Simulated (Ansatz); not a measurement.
`NC(N)(F)F` and `NC(F)(F)S` differ in one atom or group.

Ansatz, PBE0-D4/def2-TZVP geometries, multiplicity 1. Each molecule was computed in one conformer, which needn't be the lowest.

```csv
property,`NC(N)(F)F`
HOMO energy (ωB97M-V/def2-TZVPP) / eV,-10.65
HOMO–LUMO gap (PBE0/def2-TZVPP) / eV,9.23
zero-point energy (PBE0-D4/def2-TZVP) / kJ/mol,175.8
HOMO energy (B3LYP/def2-TZVPP) / eV,-7.94
LUMO energy (ωB97M-V/def2-TZVPP) / eV,2.40
"ideal-gas entropy at 298 K and 1 bar (rigid rotor, harmonic PBE0-D4/def2-TZVP) / J/(mol·K)",292
```

(1) Give the same properties after the change, and the shifts. (An estimate is asked.)

## Answers

(1) Computed: 
| property | `NC(F)(F)S` | shift |
| --- | --- | --- |
| HOMO energy (ωB97M-V/def2-TZVPP) / eV | -9.99 | 0.66 |
| HOMO–LUMO gap (PBE0/def2-TZVPP) / eV | 7.66 | -1.57 |
| zero-point energy (PBE0-D4/def2-TZVP) / kJ/mol | 126.6 | -49.2 |
| HOMO energy (B3LYP/def2-TZVPP) / eV | -7.46 | 0.48 |
| LUMO energy (ωB97M-V/def2-TZVPP) / eV | 1.80 | -0.60 |
| ideal-gas entropy at 298 K and 1 bar (rigid rotor, harmonic PBE0-D4/def2-TZVP) / J/(mol·K) | 316 | 24 |

With PBE0 the HOMO rises by 0.49 eV and the LUMO falls by 1.09 eV, so the gap narrows by about 1.58 eV. PBE moves the HOMO by 0.22 eV and ωB97M-V by 0.66 eV. The zero-point energy changes by -49.2 kJ/mol with -3 modes.

B3LYP here is the variant with VWN-RPA as its local correlation; programs differ in this.
